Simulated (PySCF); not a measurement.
# Vertical excitation energies

Species: CH₆AlN.
SMILES: `C[NH][AlH2]`

Method used: PySCF 2.14.0, density-fitted response routines, TDDFT CAM-B3LYP/def2-SVPD, vertical, gas phase, core orbitals frozen in the response. Geometry: PBE0-D3(BJ)/def2-SVP; no solvent, vibrations or thermal averaging.

```
state  E (eV)  E (hartree)       f  main configurations (H = HOMO, L = LUMO)
   S1    5.70       0.2096   0.129                                 H→L (98%)
   S2    6.01       0.2209   0.020                  H→L+1 (80%), H→L+2 (13%)
   S3    6.25       0.2295  0.0000                               H-1→L (99%)
   S4    7.14       0.2625   0.011                  H→L+3 (73%), H-2→L (13%)
   S5    7.27       0.2672  0.0086                               H→L+4 (80%)
   S6    7.48       0.2751   0.090                  H-2→L (72%), H→L+2 (12%)
   S7    7.54       0.2771  0.0001     H→L+2 (58%), H-2→L (12%), H→L+1 (11%)
   S8    7.75       0.2847  0.0092                               H→L+5 (77%)
   S9    7.88       0.2895   0.025              H-1→L+1 (62%), H-1→L+2 (23%)
  S10    8.13       0.2987   0.047                               H→L+6 (84%)
```

Triplets (Tamm–Dancoff): T1 4.63 eV, H→L (95%); T2 5.71 eV, H→L+1 (68%), H→L+2 (16%); T3 5.72 eV, H-1→L (94%); T4 6.83 eV, H-2→L (72%), H→L+3 (8%).

The lowest singlet comes at 217 nm (550 kJ/mol) in the ultraviolet; it is of moderate strength; its leading configuration is HOMO→LUMO (98%). The lowest level is also the most intense of those listed (f = 0.129). Löwdin shares by element: HOMO nitrogen 60%, carbon 14%, aluminium 10%, hydrogen 5% or more; LUMO aluminium 64%, hydrogen 23% or more, nitrogen 10%. The listed states span 2.43 eV, and the widest gap between neighbours is 0.90 eV (S3 to S4). The oscillator strengths of these states sum to 0.340; summed over the whole spectrum of an exact calculation they would give the number of electrons, 32 (Thomas–Reiche–Kuhn). Weighted by f, the mean energy of these states is 6.83 eV. No computed singlet lies in the visible range (380 to 750 nm); the lowest, at 217 nm, stands 2.44 eV above its violet end (3.26 eV). The vertical ionisation energy (ΔSCF) is 9.15 eV, 1.02 eV above S10. The window holds the lowest 10 singlets.
